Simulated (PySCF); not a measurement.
Gas-phase reaction: 4 H₂SiO + 3 H₂ = 2 Si₂H₅ + 4 OH

Energies from PySCF (xtb for GFN2), thermal terms from the rigid-rotor harmonic-oscillator model, ideal gas at 1 bar. † marks an energy on the PBE0/def2-TZVP geometry and frequencies; other levels use their own. CCSD(T) freezes the core. Open shells (unrestricted): Si₂H₅ (multiplicity 2), OH (multiplicity 2); the rest are closed-shell singlets. GFN2 has no spin-polarisation term. Spin-orbit splitting is ignored; it lowers the true energy and changes the entropy of OH. H₂SiO, Si₂H₅: computed as isolated molecules; such fragments, hydroxides, amides, oligomers or adducts are transient or little studied in the gas. CCSD(T) isn't extrapolated to the basis-set limit. Warning, large T1 diagnostic: H₂SiO (CCSD(T)/def2-TZVPP†).

```json
[
 {"level": "CCSD(T)/def2-TZVPP†", "ΔH°(298 K), kJ": "…"},
 {"level": "GFN2-xTB", "ΔH°(298 K), kJ": "…"},
 {"level": "HF/def2-TZVP†", "ΔH°(298 K), kJ": "426"},
 {"level": "PBE/def2-TZVP†", "ΔH°(298 K), kJ": "999"},
 {"level": "PBE0/def2-QZVP†", "ΔH°(298 K), kJ": "858"},
 {"level": "PBE0/def2-SVP†", "ΔH°(298 K), kJ": "764"},
 {"level": "PBE0/def2-TZVP", "ΔH°(298 K), kJ": "…"},
 {"level": "ωB97M-V/def2-TZVP†", "ΔH°(298 K), kJ": "…"},
 {"level": "ωB97X-V/def2-TZVP†", "ΔH°(298 K), kJ": "938"}
]
```

Task: Some entries are withheld; supply them.

Result: 
- CCSD(T)/def2-TZVPP†, ΔH°(298 K), kJ: 953
- GFN2-xTB, ΔH°(298 K), kJ: 2217
- PBE0/def2-TZVP, ΔH°(298 K), kJ: 863
- ωB97M-V/def2-TZVP†, ΔH°(298 K), kJ: 990
